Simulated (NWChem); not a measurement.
All runs are NWChem calculations. System: methanethiol (CH₄S), charge 0, spin multiplicity 1, at a geometry optimised with PBE/def2-SVP. Level: CCSD(T)/def2-TZVP, 6 core orbitals frozen.

Part of the output:

```
             Northwest Computational Chemistry Package (NWChem) 7.3.0
             --------------------------------------------------------

                                NWChem Input Module
                                -------------------

 Scaling coordinates for geometry "geometry" by  1.889725989
 (inverse scale =  0.529177249)

 Turning off AUTOSYM since
 SYMMETRY directive was detected!

                             Geometry "geometry" -> ""
                             -------------------------

 Output coordinates in angstroms (scale by  1.889725989 to convert to a.u.)

  No.       Tag          Charge          X              Y              Z
 ---- ---------------- ---------- -------------- -------------- --------------
    1 C                    6.0000     1.05462500     0.47943500     0.00000000
    2 S                   16.0000    -0.57653200    -0.34550600     0.00000000
    3 H                    1.0000     1.20864400     1.09632300     0.90673400
    4 H                    1.0000     1.80772900    -0.33177700     0.00000000
    5 H                    1.0000     1.20864400     1.09632300    -0.90673400
    6 H                    1.0000    -1.32824500     0.79061700     0.00000000

 Effective nuclear repulsion energy (a.u.)      55.7757981207

            Nuclear Dipole moment (a.u.)
            ----------------------------
        X                 Y               Z
 ---------------- ---------------- ----------------
     0.0000188973     0.0000000000     0.0000000000

      Symmetry information
      --------------------

 Group name             Cs
 Group number              2
 Group order               2
 No. of unique centers     5

      Symmetry unique atoms

     1    2    3    4    6


 Summary of "ao basis" -> "" (spherical)
 ------------------------------------------------------------------------------
       Tag                 Description            Shells   Functions and Types
 ---------------- ------------------------------  ------  ---------------------
 *                         def2-tzvp                  on all atoms

 Summary of "ao basis" -> "ao basis" (spherical)
 ------------------------------------------------------------------------------
       Tag                 Description            Shells   Functions and Types
 ---------------- ------------------------------  ------  ---------------------
 C                         def2-tzvp                11       31   5s3p2d1f
[...]
        Alpha frozen cores :     6
         Beta frozen cores :     6
     Alpha frozen virtuals :     0
      Beta frozen virtuals :     0
         Spin multiplicity : singlet
    Number of AO functions :    92
       Number of AO shells :    40
        Use of symmetry is : on
      Symmetry adaption is : on
         Schwarz screening : 0.10D-09

          Correlation Information
          -----------------------
          Calculation type : Coupled-cluster singles & doubles w/ perturbation
   Perturbative correction : (T)
            Max iterations :      100
        Residual threshold : 0.10D-05
     T(0) DIIS level shift : 0.00D+00
     L(0) DIIS level shift : 0.00D+00
     T(1) DIIS level shift : 0.00D+00
     L(1) DIIS level shift : 0.00D+00
     T(R) DIIS level shift : 0.00D+00
     T(I) DIIS level shift : 0.00D+00
   CC-T/L Amplitude update :  5-th order DIIS
                I/O scheme : Global Array Library
        L-threshold :  0.10D-05
        EOM-threshold :  0.10D-05
 no EOMCCSD initial starts read in
 TCE RESTART OPTIONS
 SLICE:      F
 D4D5:       F
 quantumc:   F
 qrotation:  F
 pwtce:      F
 qducc:      F
 nacto:                         0
 nrotv:                         0
 nrot:                          0

            Memory Information
            ------------------
          Available GA space size is     249028336 doubles
          Available MA space size is     104850076 doubles

 Maximum block size supplied by input
 Maximum block size        24 doubles

 tile_dim =     18

 -------------------------------------------------
   1    alpha     a'     5 doubles       0       1
   2    alpha     a"     2 doubles       5       2
   3    beta      a'     5 doubles       7       1
   4    beta      a"     2 doubles      12       2
   5    alpha     a'    17 doubles      14       5
   6    alpha     a'    17 doubles      31       6
   7    alpha     a'    18 doubles      48       7
   8    alpha     a"    13 doubles      66       8
   9    alpha     a"    14 doubles      79       9
  10    beta      a'    17 doubles      93       5
  11    beta      a'    17 doubles     110       6
  12    beta      a'    18 doubles     127       7
  13    beta      a"    13 doubles     145       8
  14    beta      a"    14 doubles     158       9

 Global array virtual files algorithm will be used

 Parallel file system coherency ......... OK

 4-electron integrals stored in orbital form

 v2    file size   =          5497142
 4-index algorithm nr.  13 is used
 imaxsize =       30
 imaxsize ichop =        0


CCSD iterations
 ---------------------------------------------------------
 Iter          Residuum       Correlation     Cpu    Wall
 ---------------------------------------------------------
    1   0.1555819410055  -0.3494819881306     0.3     0.3
    2   0.0423082537136  -0.3761046054454     0.3     0.3
    3   0.0150492856137  -0.3831553915883     0.3     0.3
    4   0.0060403189311  -0.3849505437729     0.3     0.3
    5   0.0026102629166  -0.3856069539298     0.3     0.3
    6   0.0004899259748  -0.3859809381069     0.3     0.3
    7   0.0001817116856  -0.3860049667086     0.3     0.3
    8   0.0000838401952  -0.3860050772940     0.3     0.3
    9   0.0000416672227  -0.3860056321251     0.3     0.3
   10   0.0000215129975  -0.3860061834120     0.3     0.3
   11   0.0000040873475  -0.3860066746122     0.3     0.3
   12   0.0000017760498  -0.3860068838022     0.3     0.3
   13   0.0000009889407  -0.3860069596779     0.3     0.3
 -----------------------------------------------------------------
 Iterations converged
 CCSD correlation energy / hartree =        -0.386006959677880
 CCSD total energy / hartree       =      -438.134609679109644

 Singles contributions

 Doubles contributions
 CCSD(T)
 Using plain CCSD(T) code
             total no. of tasks          295
 total no. of tasks / no. procs          295
                         wl_min        17576           5.1
                         wl_max       729000           9.5
        thresh for no. of tasks          295

 CCSD[T]  correction energy / hartree =        -0.015325489970062
 CCSD[T] correlation energy / hartree =        -0.401332449647942
 CCSD[T] total energy / hartree       =      -438.149935169079697
 CCSD(T)  correction energy / hartree =        -0.014989338386349
 CCSD(T) correlation energy / hartree =        -0.400996298064229
 CCSD(T) total energy / hartree       =      -438.149599017495973

 Task  times  cpu:       19.2s     wall:       19.2s

 Total times  cpu:       19.2s     wall:       19.2s
```

### Question
Write an NWChem input that would produce this output.

### Answer
One answer among several that fit: 
```
start mol
memory heap 100 mb stack 700 mb global 1900 mb
geometry units angstroms nocenter noautoz
  C      1.054625     0.479435     0.000000
  S     -0.576532    -0.345506     0.000000
  H      1.208644     1.096323     0.906734
  H      1.807729    -0.331777     0.000000
  H      1.208644     1.096323    -0.906734
  H     -1.328245     0.790617     0.000000
  symmetry group Cs
end
basis spherical
  * library def2-tzvp
end
scf
  rhf
  nopen 0
  maxiter 100
  thresh 1e-7
  semidirect memsize 60000000 filesize 0
end
tce
  freeze core 6
  ccsd(t)
  2eorb
  2emet 13
  thresh 1e-6
  maxiter 100
  tilesize 24
end
task tce energy
```
